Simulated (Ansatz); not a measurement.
Species: H$_{2}$O$_{2}$, net charge 1, doublet state. 
Geometry from a B3LYP-D3(BJ)/def2-TZVP (Ansatz, an electronic-structure program) optimisation:
```
O
H 1 0.9984
O 1 1.3082 2 104.59
H 3 0.9984 1 104.59 2 180.00
```
Charge +1, spin multiplicity 2.

Basis-set convergence of Hartree-Fock and MP2 correlation energies (hartree) with Ansatz. Correlated levels leave the core frozen unless marked. UHF or UKS for open shells. Spin-orbit coupling is left out. No relativistic terms.

| basis | functions | E(HF) | E(corr, MP2) |
|---|---|---|---|
| cc-pVDZ | 38 | -150.43084 | -0.37524 |
| cc-pVTZ | 88 | -150.48237 | -0.46909 |
| cc-pVQZ | 170 | -150.49431 | -0.50313 |

Extrapolating the two largest sets (X = 3 and 4) as X^-3: E(corr) = (64·(-0.50313) - 27·(-0.46909))/37 = -0.5280 Eh, an estimate of the basis-set limit. The largest set recovers 95.3 % of it, the smallest 71.1 %.
